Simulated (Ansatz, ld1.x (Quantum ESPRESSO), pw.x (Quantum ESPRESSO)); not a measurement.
Hg (bcc): variants of one TM potential in the solid

ld1.x (Quantum ESPRESSO) 7.5 input, shortened:

```
&input
   title='Hg', zed=80., rel=1, dft='PW', iswitch=3,
   config='[Xe] 4f14 5d10 6s2 6p0'
 /
 &inputp
   pseudotype=2, tm=.true., lloc=-1, rcloc=2.50,
   nlcc=.false.
 /
3
6S  1  0   2.00   0.00  2.35  2.35  0.0
6P  2  1   0.00   0.00  3.50  3.50  0.0
5D  3  2  10.00   0.00  2.25  2.25  0.0
 &test
   configts(1)='5d10 6s2 6p0'
 /
```

Crystal test: bcc Hg in pw.x 7.5, no spin, 13³ k-points, Fermi–Dirac smearing 0.01 Ry, cutoffs set for each file from its atomic test. The reference is all-electron LAPW (Ansatz 0.2.0) with the same functional, mesh and smearing; V0 and B0 come from Birch–Murnaghan fits to the pressures at five volumes. Errors are pseudo minus all-electron; Δ is the rms difference of the E(V) curves that follow from these fits, minima aligned, over ±6 % about the mean V0. Mesh and smearing are coarse, so the numbers serve the comparison and aren't converged zero-temperature values; the lattice is a test structure that the element need not adopt.

All-electron: a0 = 3.562 Å (V0 = 22.59 Å³/atom), B0 = 47.8 GPa.

Base: The largest radius (3.50 bohr) exceeds half the bond length (2.92 bohr), so the spheres overlap, which is one possible source of error among others.

1 further variants are left out: they gave no file fit for a test, a broken result, the same result as the base, or pressures whose basis-set error rivals the error shown.

A dash in a converged row means that the minimum lies outside the volumes sampled.

```tsv
change	cutoffs (Ry)	pw.x	a0 (Å)	a0 error (%)	B0 error (%)	Δ (meV/atom)	mean pressure error (GPa)
base	85/340	converged	3.567	+0.15	+1.4	1.1	+0.22
wave 6p (bound): rc 3.50 bohr becomes 6p (bound): rc 4.68 bohr	85/340	converged	3.577	+0.44	+5.1	3.4	+0.68
all radii scaled by about 0.81 (s 1.90, p 2.82, d 1.82 bohr); local potential all-electron potential smoothed inside 2.02 bohr (lloc = -1)	85/340	converged; bound ghost	–	–	–	–	-30.69
local potential the d channel	75/300	converged; bound ghost	–	–	–	–	-50.16
```

(1) Give the row for: core correction a·sin(br)/r model core inside 2.46 bohr.

## Answers

(1) pw.x: converged; mean pressure error (GPa): +0.34; a0 (Å): 3.570; a0 error (%): +0.23; B0 error (%): +1.3; Δ (meV/atom): 1.7.
